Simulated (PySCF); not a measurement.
# MgAl+: bond curves at several levels of theory

The task here is to estimate one member of a computed series from the others.

The runs use PySCF 2.14.0; Mg pcseg-2, Al pcseg-2, no relativity.

The first run:

Settings of the job:

* atoms: Mg, Al
* charge: 1
* basis: Mg pcseg-2, Al pcseg-2
* Hamiltonian: no relativity
* basis functions: 53
* electrons treated: 24
* masses in u: 23.9850, 26.9815
* levels: PBE0, PBE, r²SCAN, TPSS, BP86, LDA, CAM-B3LYP, HF, MP2, SCS-MP2, CCSD, CCSD(T)
* grid: 80 radial by 434 angular points
* occupations: held fixed by the projection of orbital angular momentum
* dissociation limit: Mg + Al+, each in its ground configuration
* starting distance in angstrom: 2.650
* values of 2S to try: 0, 2

The run is started by

```bash
> OMP_NUM_THREADS=1 python dia.py task.json out
```

Among the steps run: Set-up; First curve: PBE0; Higher solutions at PBE0; PBE (GGA); r²SCAN (meta-GGA); TPSS; BP86 (GGA); LDA (local density); CAM-B3LYP (range-separated hybrid); RHF (mean field); Adding correlation.

One table of the session follows, with a row left open; its other results are not shown here.

It belongs to the step «The curves together». Energy (eV) from each level's lowest point:

```
R (Å)    RHF  RHF-MP2  RHF-SCS-MP2  RHF-CCSD  RHF-CCSD(T)
2.688  0.377    0.244        0.251       n/a          n/a
2.813  0.204    0.108        0.113     0.093        0.084
2.938  0.096    0.034        0.037     0.026        0.020
3.032  0.046    0.008        0.010     0.004        0.001
3.126  0.016    0.000        0.000     0.000        0.000
3.220      ?        ?            ?         ?            ?
3.345  0.000    0.029        0.025     0.036        0.042
3.501  0.017    0.074        0.066     0.083        0.094
3.689  0.055    0.138        0.127     0.148        0.164
3.939  0.118    0.229        0.214       n/a          n/a
```

**Question.** Estimate the row for R (Å) = 3.220.

Worked estimate for «RHF». A straight line through the neighbours (3.126, 0.016) and (3.345, 0.000) gives 0.016 + (0.000 − 0.016) × (3.220 − 3.126) / (3.345 − 3.126) = 0.009; a parabola fitted to 4 rows on both sides gives 0.003.

**Answer.** RHF: 0.002; RHF-MP2: 0.006; RHF-SCS-MP2: 0.004; RHF-CCSD: 0.009; RHF-CCSD(T): 0.012. In «RHF» the line misses by +0.007 and the parabola by +0.001.
